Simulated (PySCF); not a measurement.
[P4]+, doublet: data card

Method: PySCF, UPBE0, basis P def2-TZVP (no relativity, density fitting).

The structure is a saddle point with 1 imaginary mode.

* Point group: D2h
* Bond lengths: P–P 2.103 Å (×4), P–P 2.258 Å
* Bond angles: P–P–P 57.5° (×4), P–P–P 64.9° (×2), P–P–P 115.1° (×2)
* Highest occupied level (α): -12.05 eV
* Principal polarisabilities: 47.7, 77.8, 115.9 bohr³
* Lowest empty level (α): -9.84 eV
* Principal quadrupole moments (Buckingham, traceless) about the centre of mass: -12.54, 3.70, 8.84 D Å
* Zero-point energy (real modes): 13.3 kJ/mol
* Spin squared ⟨S²⟩: 0.772
* Dipole moment about the centre of mass: 0.00 D
* Rotational constants: 0.2136, 0.08642, 0.06153 cm⁻¹

Harmonic modes (masses in u: P 30.974):
```csv
symmetry,ω (cm⁻¹),IR (km/mol),μ (u)
b3u,403i,–,30.97
b2u,245,1.0,30.97
b3g,384,0.0,30.97
ag,441,0.0,30.97
ag,565,0.0,30.97
b1u,597,0.1,30.97
```

In D2h the vibrations span b3u + b2u + b3g + 2ag + b1u. The ag, b3g modes carry no infrared intensity, as symmetry demands. With a centre of inversion only u modes can be infrared active and only g modes Raman active.

Charges (e):
```csv
atom,Mulliken,Löwdin,polar tensor,spin (Mulliken),Mayer order to P1
P1,0.28,0.29,0.07,0.58,–
P2,0.28,0.29,0.07,0.58,0.92
"P3,4",0.22,0.21,0.43,-0.08,1.18
```
Other Mayer orders above 0.3: P–P 0.53, P–P 1.18 (×2).

Mulliken populations on P1: s 5.72, p 8.70, d 0.27, f 0.02.

This need not be the most stable arrangement of these atoms. At this level a doublet minimum of D2d symmetry lies 178 kJ/mol below this structure.

The final relaxation and frequency run took 28 s on 4 threads of a shared AMD EPYC 9R45 96-Core (Zen 5) host, with 148 basis functions and 11 gradients; the process peaked at 1.6 GiB. Launch command: `OMP_NUM_THREADS=4 python axn.py task.json out`.
